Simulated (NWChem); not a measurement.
System: C2H4 cation, doublet; SMILES of the neutral closed-shell parent C=C

NWChem input:

```
start job
memory heap 200 mb stack 900 mb global 1100 mb
charge 1
geometry units angstroms noautoz
  C      0.000000     0.700545     0.000000
  C      0.000000    -0.700545     0.000000
  H      0.911362     1.264661    -0.210395
  H     -0.911362     1.264661     0.210395
  H     -0.911362    -1.264661    -0.210395
  H      0.911362    -1.264661     0.210395
end
basis spherical
  * library pcseg-1
end
dft
  odft
  mult 2
  xc xpbe96 cpbe96
  iterations 150
  mulliken
end
task dft energy
```

Excerpt of the output:

```
             Northwest Computational Chemistry Package (NWChem) 7.3.0
             --------------------------------------------------------

 D2  symmetry detected

                             Geometry "geometry" -> ""
                             -------------------------

 Output coordinates in angstroms (scale by  1.889725989 to convert to a.u.)

  No.       Tag          Charge          X              Y              Z
 ---- ---------------- ---------- -------------- -------------- --------------
    1 C                    6.0000     0.00000000     0.70054500     0.00000000
    2 C                    6.0000     0.00000000    -0.70054500     0.00000000
    3 H                    1.0000     0.91136200     1.26466100    -0.21039500
    4 H                    1.0000    -0.91136200     1.26466100     0.21039500
    5 H                    1.0000    -0.91136200    -1.26466100    -0.21039500
    6 H                    1.0000     0.91136200    -1.26466100     0.21039500

 Effective nuclear repulsion energy (a.u.)      32.3774620359

      Symmetry information
      --------------------

 Group name             D2
 Group number             11
 Group order               4
 No. of unique centers     2

  pbe96 is a nonlocal functional; adding pw91lda local functional.

                                 NWChem DFT Module
                                 -----------------

 Summary of "ao basis" -> "ao basis" (spherical)
 ------------------------------------------------------------------------------
       Tag                 Description            Shells   Functions and Types
 ---------------- ------------------------------  ------  ---------------------
 C                          pcseg-1                  6       14   3s2p1d
 H                          pcseg-1                  3        5   2s1p

      Symmetry analysis of basis
      --------------------------

        a1         13
        b1         11
        b2         13
        b3         11

            General Information
            -------------------
          SCF calculation type: DFT
          Wavefunction type:  spin polarized.
          No. of atoms     :     6
          No. of electrons :    15
           Alpha electrons :     8
            Beta electrons :     7
          Charge           :     1
          Spin multiplicity:     2
          Use of symmetry is: on ; symmetry adaption is: on
          Maximum number of iterations: 150
          AO basis - number of functions:    48
                     number of shells:    24
          Convergence on energy requested:  1.00D-06
          Convergence on density requested:  1.00D-05
          Convergence on gradient requested:  5.00D-04

              XC Information
              --------------
          PerdewBurkeErnzerhof Exchange Functional  1.000
            Perdew 1991 LDA Correlation Functional  1.000 local
           PerdewBurkeErnz. Correlation Functional  1.000 non-local

             Grid Information
             ----------------
          Grid used for XC integration:  medium
          Radial quadrature: Mura-Knowles
          Angular quadrature: Lebedev.
          Tag              B.-S. Rad. Rad. Pts. Rad. Cut. Ang. Pts.
          ---              ---------- --------- --------- ---------
          C                   0.70       49           8.0       434
          H                   0.35       45          10.0       434
          Grid pruning is: on
          Number of quadrature shells:    94
          Spatial weights used:  Erf1

      Superposition of Atomic Density Guess
      -------------------------------------

 Sum of atomic energies:         -77.29589601

 Renormalizing density from      16.00 to     15

      Non-variational initial energy
      ------------------------------

 Total energy =     -74.594501
 1-e energy   =    -155.653176
 2-e energy   =      48.681213
 HOMO         =      -0.696901
 LUMO         =      -0.434873

   Symmetry analysis of molecular orbitals - initial alpha
   -------------------------------------------------------

  Numbering of irreducible representations:

     1 a1          2 b1          3 b2          4 b3

  Orbital symmetries:

     1 a1          2 b2          3 a1          4 b2          5 b3
     6 a1          7 b1          8 b1          9 b3         10 a1
    11 b2         12 b3         13 b1         14 b2         15 a1
    16 b3         17 b1         18 b2

   Symmetry analysis of molecular orbitals - initial beta
   ------------------------------------------------------

  Numbering of irreducible representations:

     1 a1          2 b1          3 b2          4 b3

  Orbital symmetries:

     1 a1          2 b2          3 a1          4 b2          5 b3
     6 a1          7 b1          8 b1          9 b3         10 a1
    11 b2         12 b3         13 b1         14 b2         15 a1
    16 b3         17 b1         18 b2

     ---------------------------------------------
      Total Density - Mulliken Population Analysis
     ---------------------------------------------

    Atom       Charge   Shell Charges
 -----------   ------   -------------------------------------------------------
    1 C    6     6.19   2.00  0.93  0.47  2.08  0.69  0.03
    2 C    6     6.19   2.00  0.93  0.47  2.08  0.69  0.03
    3 H    1     0.66   0.59  0.04  0.02
    4 H    1     0.66   0.59  0.04  0.02
    5 H    1     0.66   0.59  0.04  0.02
    6 H    1     0.66   0.59  0.04  0.02

     --------------------------------------------
      Spin Density - Mulliken Population Analysis
     --------------------------------------------

    Atom       Charge   Shell Charges
 -----------   ------   -------------------------------------------------------
    1 C    6     0.44   0.00 -0.00  0.00  0.31  0.13  0.01
    2 C    6     0.44   0.00 -0.00  0.00  0.31  0.13  0.01
    3 H    1     0.03   0.02  0.00  0.00
    4 H    1     0.03   0.02  0.00  0.00
    5 H    1     0.03   0.02  0.00  0.00
    6 H    1     0.03   0.02  0.00  0.00

   convergence    iter        energy       DeltaE   RMS-Dens  Diis-err
 ---------------- ----- ----------------- --------- --------- ---------
 d= 0,ls=0.0,diis     1    -78.0272465013 -1.10D+02  6.82D-03  1.17D-01
                                                     7.92D-03  1.13D-01
 d= 0,ls=0.0,diis     2    -78.0296228957 -2.38D-03  4.49D-03  8.82D-02
                                                     4.26D-03  7.11D-02
 d= 0,ls=0.0,diis     3    -78.0729769076 -4.34D-02  7.04D-04  3.15D-03
                                                     7.60D-04  3.08D-03
 d= 0,ls=0.0,diis     4    -78.0748256079 -1.85D-03  6.81D-05  1.47D-05
                                                     7.72D-05  9.39D-06
 d= 0,ls=0.0,diis     5    -78.0748338642 -8.26D-06  1.78D-05  7.11D-07
                                                     1.51D-05  6.36D-07
 d= 0,ls=0.0,diis     6    -78.0748343376 -4.73D-07  5.06D-06  3.37D-08
                                                     2.61D-06  3.09D-09

         Total DFT energy =      -78.074834337555
      One electron energy =     -163.191050061086
           Coulomb energy =       64.567115887888
    Exchange-Corr. energy =      -11.828362200304
 Nuclear repulsion energy =       32.377462035947

 Numeric. integr. density =       15.000000692640

                  Occupations of the irreducible representations
                  ----------------------------------------------

                     irrep           alpha         beta
                     --------     --------     --------
                     a1                3.0          3.0
                     b1                2.0          1.0
                     b2                2.0          2.0
                     b3                1.0          1.0

                    DFT Final Alpha Molecular Orbital Analysis
                    ------------------------------------------

 Vector    6  Occ=1.000000D+00  E=-6.844182D-01  Symmetry=a1
              MO Center= -7.7D-18, -3.9D-15,  3.9D-18, r^2= 1.8D+00
   Bfn.  Coefficient  Atom+Function         Bfn.  Coefficient  Atom+Function
  ----- ------------  ---------------      ----- ------------  ---------------
     5      0.435609  1 C  py                19     -0.435609  2 C  py
    29      0.174699  3 H  s                 34      0.174699  4 H  s
    39      0.174699  5 H  s                 44      0.174699  6 H  s
     8      0.132824  1 C  py                22     -0.132824  2 C  py
     3      0.052905  1 C  s                 17      0.052905  2 C  s

 Vector    7  Occ=1.000000D+00  E=-6.348330D-01  Symmetry=b1
              MO Center=  1.3D-15, -7.7D-16, -1.8D-16, r^2= 2.0D+00
   Bfn.  Coefficient  Atom+Function         Bfn.  Coefficient  Atom+Function
  ----- ------------  ---------------      ----- ------------  ---------------
     4      0.273997  1 C  px                18     -0.273997  2 C  px
     6     -0.242477  1 C  pz                20     -0.242477  2 C  pz
    29      0.235588  3 H  s                 34     -0.235588  4 H  s
    39      0.235588  5 H  s                 44     -0.235588  6 H  s
     7      0.115723  1 C  px                21     -0.115723  2 C  px

 Vector    8  Occ=1.000000D+00  E=-5.643030D-01  Symmetry=b1
              MO Center=  9.7D-16, -6.5D-16,  4.0D-16, r^2= 1.6D+00
   Bfn.  Coefficient  Atom+Function         Bfn.  Coefficient  Atom+Function
  ----- ------------  ---------------      ----- ------------  ---------------
     6      0.395452  1 C  pz                20      0.395452  2 C  pz
     4      0.223150  1 C  px                18     -0.223150  2 C  px
     9      0.210496  1 C  pz                23      0.210496  2 C  pz
    29      0.122133  3 H  s                 34     -0.122133  4 H  s
    39      0.122133  5 H  s                 44     -0.122133  6 H  s

 Vector    9  Occ=0.000000D+00  E=-3.875323D-01  Symmetry=b3
              MO Center=  3.6D-17, -1.7D-16,  4.2D-16, r^2= 1.8D+00
   Bfn.  Coefficient  Atom+Function         Bfn.  Coefficient  Atom+Function
  ----- ------------  ---------------      ----- ------------  ---------------
     6      0.506938  1 C  pz                20     -0.506938  2 C  pz
     9      0.463749  1 C  pz                23     -0.463749  2 C  pz
     4      0.097508  1 C  px                18      0.097508  2 C  px
     7      0.090456  1 C  px                21      0.090456  2 C  px
    29     -0.065860  3 H  s                 34      0.065860  4 H  s

 Vector   10  Occ=0.000000D+00  E=-1.814747D-01  Symmetry=a1
              MO Center=  2.6D-14, -9.2D-14,  6.0D-16, r^2= 5.4D+00
   Bfn.  Coefficient  Atom+Function         Bfn.  Coefficient  Atom+Function
  ----- ------------  ---------------      ----- ------------  ---------------
     3      1.081799  1 C  s                 17      1.081799  2 C  s
    30     -0.759557  3 H  s                 35     -0.759557  4 H  s
    40     -0.759557  5 H  s                 45     -0.759557  6 H  s
     8      0.432975  1 C  py                22     -0.432975  2 C  py
     2      0.205167  1 C  s                 16      0.205167  2 C  s

 Vector   11  Occ=0.000000D+00  E=-1.565066D-01  Symmetry=b2
              MO Center= -8.0D-16,  1.1D-13, -1.8D-16, r^2= 5.8D+00
   Bfn.  Coefficient  Atom+Function         Bfn.  Coefficient  Atom+Function
  ----- ------------  ---------------      ----- ------------  ---------------
     3      1.472841  1 C  s                 17     -1.472841  2 C  s
    30     -0.755139  3 H  s                 35     -0.755139  4 H  s
    40      0.755139  5 H  s                 45      0.755139  6 H  s
     2      0.263721  1 C  s                 16     -0.263721  2 C  s
    29     -0.141646  3 H  s                 34     -0.141646  4 H  s

                     DFT Final Beta Molecular Orbital Analysis
                     -----------------------------------------

 Vector    5  Occ=1.000000D+00  E=-7.106084D-01  Symmetry=b3
              MO Center=  8.8D-16, -1.1D-14,  6.7D-17, r^2= 1.8D+00
   Bfn.  Coefficient  Atom+Function         Bfn.  Coefficient  Atom+Function
  ----- ------------  ---------------      ----- ------------  ---------------
     4      0.350686  1 C  px                18      0.350686  2 C  px
    29      0.205775  3 H  s                 34     -0.205775  4 H  s
    39     -0.205775  5 H  s                 44      0.205775  6 H  s
     7      0.142106  1 C  px                21      0.142106  2 C  px
     6     -0.051837  1 C  pz                20      0.051837  2 C  pz

 Vector    6  Occ=1.000000D+00  E=-6.742862D-01  Symmetry=a1
              MO Center= -7.6D-16,  2.9D-15,  4.0D-18, r^2= 1.7D+00
   Bfn.  Coefficient  Atom+Function         Bfn.  Coefficient  Atom+Function
  ----- ------------  ---------------      ----- ------------  ---------------
     5      0.434965  1 C  py                19     -0.434965  2 C  py
    29      0.176042  3 H  s                 34      0.176042  4 H  s
    39      0.176042  5 H  s                 44      0.176042  6 H  s
     8      0.131667  1 C  py                22     -0.131667  2 C  py
     3      0.048759  1 C  s                 17      0.048759  2 C  s

 Vector    7  Occ=1.000000D+00  E=-6.257982D-01  Symmetry=b1
              MO Center=  1.5D-15,  1.0D-14, -6.2D-17, r^2= 2.1D+00
   Bfn.  Coefficient  Atom+Function         Bfn.  Coefficient  Atom+Function
  ----- ------------  ---------------      ----- ------------  ---------------
     4      0.294831  1 C  px                18     -0.294831  2 C  px
    29      0.251927  3 H  s                 34     -0.251927  4 H  s
    39      0.251927  5 H  s                 44     -0.251927  6 H  s
     6     -0.191767  1 C  pz                20     -0.191767  2 C  pz
     7      0.116295  1 C  px                21     -0.116295  2 C  px

 Vector    8  Occ=0.000000D+00  E=-5.052847D-01  Symmetry=b1
              MO Center=  1.2D-16,  1.5D-15,  1.1D-16, r^2= 1.6D+00
   Bfn.  Coefficient  Atom+Function         Bfn.  Coefficient  Atom+Function
  ----- ------------  ---------------      ----- ------------  ---------------
     6      0.402322  1 C  pz                20      0.402322  2 C  pz
     9      0.241429  1 C  pz                23      0.241429  2 C  pz
     4      0.173556  1 C  px                18     -0.173556  2 C  px
    29      0.100845  3 H  s                 34     -0.100845  4 H  s
    39      0.100845  5 H  s                 44     -0.100845  6 H  s

 Vector    9  Occ=0.000000D+00  E=-3.328456D-01  Symmetry=b3
              MO Center=  1.4D-16, -1.3D-15,  2.3D-16, r^2= 1.9D+00
   Bfn.  Coefficient  Atom+Function         Bfn.  Coefficient  Atom+Function
  ----- ------------  ---------------      ----- ------------  ---------------
     9      0.509011  1 C  pz                23     -0.509011  2 C  pz
     6      0.473009  1 C  pz                20     -0.473009  2 C  pz
     7      0.113229  1 C  px                21      0.113229  2 C  px
     4      0.102127  1 C  px                18      0.102127  2 C  px
    29     -0.060889  3 H  s                 34      0.060889  4 H  s

 Vector   10  Occ=0.000000D+00  E=-1.744359D-01  Symmetry=a1
              MO Center= -9.3D-17,  4.7D-17, -3.1D-16, r^2= 5.5D+00
   Bfn.  Coefficient  Atom+Function         Bfn.  Coefficient  Atom+Function
  ----- ------------  ---------------      ----- ------------  ---------------
     3      1.100974  1 C  s                 17      1.100974  2 C  s
    30     -0.768498  3 H  s                 35     -0.768498  4 H  s
    40     -0.768498  5 H  s                 45     -0.768498  6 H  s
     8      0.436181  1 C  py                22     -0.436181  2 C  py
     2      0.196342  1 C  s                 16      0.196342  2 C  s

     ---------------------------------------------
      Total Density - Mulliken Population Analysis
     ---------------------------------------------

[...]
```

Level: PBE/pcseg-1, spin-unrestricted. In the optimisation the excess spin sits in b1 (D2, its own frame). Geometry: optimised at B3LYP/6-31G* (spherical d), spin-unrestricted. The spin multiplicity was typed, not searched, and may not be the lowest. No stability test was run on the SCF state.
